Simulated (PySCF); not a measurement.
Species: (Z)-pent-2-en-4-ynenitrile, C₅H₃N.
SMILES with atom numbers: `[CH:1]#[C:2]/[CH:3]=[CH:4]\[C:5]#[N:6]` (hydrogens: H7 on C1; H8 on C3; H9 on C4)

All values: wB97X-D/pcSseg-2 (PySCF, non-relativistic), on one gas-phase PBE0-D3(BJ)/def2-TZVP geometry that isn't relaxed in the solvent. The solvent is an IEF-PCM continuum (cavity from Bondi-type radii × 1.2). The model holds no explicit solvent molecules, cavitation or dispersion.

Gas phase at wB97X-D/pcSseg-2: HOMO -9.53 eV, LUMO -0.67 eV, dipole 3.85 D.

Q: What does the continuum do to the energy, the frontier levels and the dipole at wB97X-D/pcSseg-2 in chloroform?

A: 
| solvent | ε | E(solvent) − E(gas) (kJ/mol) | polarisation term (kJ/mol) | distortion of the solute (kJ/mol) | HOMO (eV) | LUMO (eV) | dipole (D) |
| --- | --- | --- | --- | --- | --- | --- | --- |
| chloroform | 4.711 | -23.22 | -27.16 | 3.94 | -9.45 | -0.56 | 4.78 |

Polarisation term: ½ Σ q·V over the induced surface charges. Distortion: the rise of the solute's own energy as its density leaves the gas-phase optimum.

Q: Which radius a makes the point-dipole formula ΔE = −[(ε − 1)/(2ε + 1)]·μ²/a³ give the value in chloroform, with the gas-phase dipole?

A: μ = 1.516 au and |ΔE| = 0.00884 Eh give a = 2.39 Å; the farthest nucleus lies 3.28 Å from the centroid of the nuclei, so such a sphere wouldn't even hold the nuclei. The formula assumes a rigid point dipole at the centre of a sphere.

The pairwise dispersion term of wB97X-D wasn't added to the energies; at a given geometry it leaves orbitals and properties as they are.
